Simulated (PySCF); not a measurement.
**C3H3F3 (SMILES FCC=C(F)F): levels of theory compared**

Aim: a comparison of 6 runs (HF/STO-3G, B3LYP/6-31G*, SVWN5/6-31G*, TPSSh/6-31G*, PBE0/def2-SVP) of C3H3F3. The job is set up through a Python script.

The calculation is run with PySCF 2.14.0.

### Step 1. The system as given

The species is C3H3F3 (9 atoms), meant as a singlet with charge 0. SMILES: `FCC=C(F)F`. Geometry: relaxed at PBE0-D4/def2-TZVP. This is a higher conformer, about 10 kJ/mol above the lowest found by a separate search.

Bond lengths: F1–C2 1.389 Å, C2–C3 1.482 Å, C3–C4 1.319 Å, C4–F5 1.312 Å, C4–F6 1.310 Å, C2–H7 1.092 Å, C2–H8 1.094 Å, C3–H9 1.082 Å. Some angles: F1–C2–C3 110.4°, C2–C3–C4 123.0°, C3–C4–F5 125.6°, C3–C4–F6 124.7°, F5–C4–F6 109.8°, F1–C2–H7 107.9°, F1–C2–H8 106.9°, C3–C2–H7 111.5°, C3–C2–H8 110.9°, C2–C3–H9 119.8°.

### Step 2. Energy and forces at HF/STO-3G (run 1)

The input, calc.py:

```python
from pyscf import gto

mol = gto.M(
    atom='''
F   -0.358300  -2.020900  -0.611200
C    0.505400  -0.954000  -0.400200
C   -0.088900   0.010600   0.554900
C   -0.480400   1.220700   0.203800
F   -0.387500   1.733200  -1.000400
F   -1.009200   2.099000   1.020000
H    0.705000  -0.487800  -1.366900
H    1.435700  -1.372200  -0.005400
H   -0.233300  -0.274900   1.588400
''',
    max_memory=1860,
    verbose=4,
    basis='sto-3g',
)

mf = mol.RHF()
mf.conv_tol = 1e-10
mf.kernel()
if not mf.converged:
    mf = mf.newton().run(mf.mo_coeff, mf.mo_occ)

e_tot = mf.e_tot
print(f'total energy: {e_tot:.8f} hartree')
grad = mf.nuc_grad_method().kernel()
dip = mf.dip_moment()
pop, q = mf.mulliken_pop()
```

The run is started by

```bash
$ OMP_NUM_THREADS=1 python calc.py
```

The log of the run:

```text
PySCF version 2.14.0

[... 63 lines left out ...]
converged SCF energy = -408.026070241372
total energy: -408.02607024 hartree
[... 11 lines left out ...]
Dipole moment(X, Y, Z, Debye):  0.84070,  0.46474,  0.37029
[... 4 lines left out ...]
pop of  0 F 2py           1.54926
pop of  0 F 2pz           1.95855
pop of  1 C 1s            1.99233
pop of  1 C 2s            1.16732
pop of  1 C 2px           0.92992
pop of  1 C 2py           0.87805
pop of  1 C 2pz           1.00771
pop of  2 C 1s            1.99257
pop of  2 C 2s            1.11248
pop of  2 C 2px           1.10179
pop of  2 C 2py           0.94070
pop of  2 C 2pz           0.99187
pop of  3 C 1s            1.99364
pop of  3 C 2s            1.07052
pop of  3 C 2px           0.98076
pop of  3 C 2py           0.91903
pop of  3 C 2pz           0.72176
pop of  4 F 1s            1.99891
pop of  4 F 2s            1.93638
pop of  4 F 2px           1.91834
pop of  4 F 2py           1.84898
pop of  4 F 2pz           1.42783
pop of  5 F 1s            1.99891
pop of  5 F 2s            1.93622
pop of  5 F 2px           1.81812
pop of  5 F 2py           1.66091
pop of  5 F 2pz           1.71497
pop of  6 H 1s            0.93159
pop of  7 H 1s            0.93359
pop of  8 H 1s            0.92031
 ** Mulliken atomic charges  **
charge of    0F =     -0.15449
charge of    1C =      0.02466
charge of    2C =     -0.13941
charge of    3C =      0.31428
charge of    4F =     -0.13044
charge of    5F =     -0.12912
charge of    6H =      0.06841
charge of    7H =      0.06641
charge of    8H =      0.07969
```

Wall time 2.7 s (1 thread of Intel Xeon at 2.70GHz, shared host); peak memory 0.12 GiB.

### Step 3. Energy and forces at B3LYP/6-31G(d) (spherical functions) (run 2)

The input, mol.xyz:

```xyz
9
C3H3F3
F     -0.358300    -2.020900    -0.611200
C      0.505400    -0.954000    -0.400200
C     -0.088900     0.010600     0.554900
C     -0.480400     1.220700     0.203800
F     -0.387500     1.733200    -1.000400
F     -1.009200     2.099000     1.020000
H      0.705000    -0.487800    -1.366900
H      1.435700    -1.372200    -0.005400
H     -0.233300    -0.274900     1.588400
```

The input, run.py:

```python
from pyscf import gto, dft

mol = gto.Mole()
mol.atom = 'mol.xyz'
mol.verbose = 4
mol.basis = '6-31g*'
mol.spin = 0
mol.max_memory = 1860
mol.charge = 0
mol.build()

mf = dft.RKS(mol, xc='b3lyp')
mf.conv_tol = 1e-10
mf.grids.level = 5
mf.kernel()
if not mf.converged:
    mf = mf.newton().run(mf.mo_coeff, mf.mo_occ)

e_tot = mf.e_tot
print('E(%s) = %.9f' % ('B3LYP', e_tot))
grad = mf.nuc_grad_method().kernel()
dip = mf.dip_moment()
pop, q = mf.mulliken_pop()
```

The run is started by

```bash
$ OMP_NUM_THREADS=1 python run.py
```

The log of the run:

```text
PySCF version 2.14.0

[... 79 lines left out ...]
converged SCF energy = -415.59376999947
[... 13 lines left out ...]
Dipole moment(X, Y, Z, Debye):  1.18183,  0.61563,  0.58464
[... 61 lines left out ...]
pop of  4 F 2py           1.15320
pop of  4 F 2pz           0.98508
pop of  4 F 3px           0.71115
pop of  4 F 3py           0.68150
pop of  4 F 3pz           0.56987
pop of  4 F 3dxy          0.00116
pop of  4 F 3dyz          0.00546
pop of  4 F 3dz^2         0.00654
pop of  4 F 3dxz          0.00450
pop of  4 F 3dx2-y2       0.00091
pop of  5 F 1s            1.99732
pop of  5 F 2s            0.93821
pop of  5 F 3s            1.01790
pop of  5 F 2px           1.13785
pop of  5 F 2py           1.07865
pop of  5 F 2pz           1.10117
pop of  5 F 3px           0.68430
pop of  5 F 3py           0.63166
pop of  5 F 3pz           0.64881
pop of  5 F 3dxy          0.00368
pop of  5 F 3dyz          0.00518
pop of  5 F 3dz^2         0.00319
pop of  5 F 3dxz          0.00306
pop of  5 F 3dx2-y2       0.00346
pop of  6 H 1s            0.53947
pop of  6 H 2s            0.31738
pop of  7 H 1s            0.53992
pop of  7 H 2s            0.32240
pop of  8 H 1s            0.52416
pop of  8 H 2s            0.30760
 ** Mulliken atomic charges  **
charge of    0F =     -0.34027
charge of    1C =      0.05084
charge of    2C =     -0.26526
charge of    3C =      0.61305
charge of    4F =     -0.25296
charge of    5F =     -0.25445
charge of    6H =      0.14315
charge of    7H =      0.13768
charge of    8H =      0.16823
```

It took 51 s on 1 thread of Intel Xeon at 2.70GHz, shared host; peak memory 0.89 GiB.

### Step 4. Energy and gradient at SVWN5/6-31G(d) (spherical functions) (run 3)

The input, start.xyz:

```xyz
9

F     -0.358300    -2.020900    -0.611200
C      0.505400    -0.954000    -0.400200
C     -0.088900     0.010600     0.554900
C     -0.480400     1.220700     0.203800
F     -0.387500     1.733200    -1.000400
F     -1.009200     2.099000     1.020000
H      0.705000    -0.487800    -1.366900
H      1.435700    -1.372200    -0.005400
H     -0.233300    -0.274900     1.588400
```

The input, run.py:

```python
import pyscf.grad
from pyscf import gto, dft

mol = gto.Mole()
mol.atom = 'start.xyz'
mol.basis = '6-31g*'
mol.max_memory = 1860
mol.verbose = 4
mol.build()

mf = dft.RKS(mol)
mf.xc = 'svwn'
mf.grids.level = 5
mf.conv_tol = 1e-10
mf.kernel()
if not mf.converged:
    mf = mf.newton().run(mf.mo_coeff, mf.mo_occ)

e_final = mf.e_tot
print('Final energy', e_final)
grad = mf.Gradients().kernel()
mf.analyze()
```

The run is started by

```bash
$ OMP_NUM_THREADS=1 python run.py
```

The log of the run:

```text
PySCF version 2.14.0

[... 103 lines left out ...]
DFT Exchange-Correlation Energy =      -45.800338560424265
[... 10 lines left out ...]
MO #9   energy= -1.06374933508404  occ= 2
[... 8 lines left out ...]
MO #18  energy= -0.397921790135539 occ= 2
[... 8 lines left out ...]
MO #27  energy= 0.0889558342487353 occ= 0
[... 8 lines left out ...]
MO #36  energy= 0.469466318022401  occ= 0
[... 8 lines left out ...]
MO #45  energy= 0.841833034268058  occ= 0
[... 8 lines left out ...]
MO #54  energy= 1.24684921133209   occ= 0
[... 8 lines left out ...]
MO #63  energy= 1.62307838077768   occ= 0
[... 8 lines left out ...]
MO #72  energy= 1.94148075030295   occ= 0
[... 8 lines left out ...]
MO #81  energy= 2.32577629010619   occ= 0
[... 8 lines left out ...]
MO #90  energy= 3.10340246483845   occ= 0
[... 63 lines left out ...]
pop of  4 F 2pz           1.60309
pop of  4 F 3px           0.00106
pop of  4 F 3py           0.00178
pop of  4 F 3pz           0.00177
pop of  4 F 3dxy          0.00039
pop of  4 F 3dyz          0.00331
pop of  4 F 3dz^2         0.00416
pop of  4 F 3dxz          0.00176
pop of  4 F 3dx2-y2       0.00044
pop of  5 F 1s            1.99992
pop of  5 F 2s            1.81359
pop of  5 F 3s            0.00412
pop of  5 F 2px           1.82907
pop of  5 F 2py           1.74593
pop of  5 F 2pz           1.77931
pop of  5 F 3px           0.00105
pop of  5 F 3py           0.00173
pop of  5 F 3pz           0.00193
pop of  5 F 3dxy          0.00199
pop of  5 F 3dyz          0.00336
pop of  5 F 3dz^2         0.00156
pop of  5 F 3dxz          0.00175
pop of  5 F 3dx2-y2       0.00148
pop of  6 H 1s            0.87031
pop of  6 H 2s            0.00814
pop of  7 H 1s            0.86932
pop of  7 H 2s            0.00716
pop of  8 H 1s            0.84344
pop of  8 H 2s            0.00807
 ** Mulliken atomic charges  **
charge of    0F =     -0.29107
charge of    1C =      0.04655
charge of    2C =     -0.24729
charge of    3C =      0.47348
charge of    4F =     -0.18845
charge of    5F =     -0.18679
charge of    6H =      0.12155
charge of    7H =      0.12353
charge of    8H =      0.14849
Dipole moment(X, Y, Z, Debye):  1.08768,  0.67660,  0.56633
```

Run time: 32 s. Hardware: 1 thread of Intel Xeon at 2.70GHz, shared host; peak memory 0.49 GiB.

Runs 4 to 5 aren't shown in full; the table further down has their settings and results.

### Step 5. Energy and gradient at PBE0/def2-SVP (run 6)

The input, run.py:

```python
from pyscf import gto, dft

mol = gto.M(
    atom='''
F       -0.358300      -2.020900      -0.611200
C        0.505400      -0.954000      -0.400200
C       -0.088900       0.010600       0.554900
C       -0.480400       1.220700       0.203800
F       -0.387500       1.733200      -1.000400
F       -1.009200       2.099000       1.020000
H        0.705000      -0.487800      -1.366900
H        1.435700      -1.372200      -0.005400
H       -0.233300      -0.274900       1.588400
''',
    verbose=3,
    basis='def2-svp',
    max_memory=1860,
)

ks = dft.RKS(mol, xc='pbe0')
ks.grids.level = 5
ks.conv_tol = 1e-10
ks.kernel()
if not ks.converged:
    ks = ks.newton().run(ks.mo_coeff, ks.mo_occ)

energy = ks.e_tot
print('E(%s) = %.9f' % ('PBE0', energy))
grad = ks.nuc_grad_method().kernel()
ks.analyze()
```

The run is started by

```bash
$ OMP_NUM_THREADS=1 python run.py
```

The log of the run:

```text
converged SCF energy = -414.876707104655
[... 18 lines left out ...]
MO #9   energy= -1.19668598209737  occ= 2
[... 8 lines left out ...]
MO #18  energy= -0.480666369714312 occ= 2
[... 8 lines left out ...]
MO #27  energy= 0.104536697084038  occ= 0
[... 8 lines left out ...]
MO #36  energy= 0.478943086579099  occ= 0
[... 8 lines left out ...]
MO #45  energy= 0.704447266898891  occ= 0
[... 8 lines left out ...]
MO #54  energy= 1.22662794398842   occ= 0
[... 8 lines left out ...]
MO #63  energy= 1.66830923080433   occ= 0
[... 8 lines left out ...]
MO #72  energy= 1.94097345184053   occ= 0
[... 8 lines left out ...]
MO #81  energy= 2.65268723004271   occ= 0
[... 8 lines left out ...]
MO #90  energy= 3.15101046408416   occ= 0
[... 8 lines left out ...]
MO #99  energy= 3.96651302092477   occ= 0
[... 10 lines left out ...]
Dipole moment(X, Y, Z, Debye):  1.30852,  0.55729,  0.57501
```

It took 47 s on 1 thread of Intel Xeon at 2.70GHz, shared host; peak memory 0.98 GiB.

### Step 6. The series

```csv
run,level,integration grid,Cartesian functions,energy (Eh),dipole moment (D),HOMO energy (eV),LUMO energy (eV),wall time
1,HF/STO-3G,–,no,-408.026070,1.03,-8.15,8.06,2.7 s
2,B3LYP/6-31G* (spherical functions),5,no,-415.593770,1.46,-7.29,0.30,51 s
3,SVWN5/6-31G* (spherical functions),5,no,-412.628596,1.40,-6.32,-0.72,32 s
4,TPSSh/6-31G* (spherical functions),5,no,-415.595698,1.45,-6.81,0.04,68 s
5,B3LYP/6-31G* (Cartesian functions),5,yes,-415.598893,1.45,-7.29,0.30,43 s
6,PBE0/def2-SVP,5,no,-414.876707,1.53,-7.86,0.20,47 s
```

### Step 7. Summary of results

| quantity | value |
| --- | --- |
| run 6: total energy | -414.87671 Eh |
| run 6: dipole moment | 1.53 D |
| run 6: HOMO energy | -7.86 eV |
| run 6: LUMO energy | 0.20 eV |
| run 6: HOMO–LUMO gap | 8.07 eV |
| run 6: largest force on an atom | 0.759 eV/Å |

What this shows: The dipole moment (its size) runs from 1.03 D (HF/STO-3G) to 1.53 D (PBE0/def2-SVP). The two ends differ in method and basis. The HOMO–LUMO gap runs from 5.61 eV (SVWN5/6-31G*) to 16.21 eV (HF/STO-3G). Totals of different functionals can't be ranked against each other. In run 1 the basis is minimal, so the values are rough. All runs together took 4.1 min, the longest 68 s.
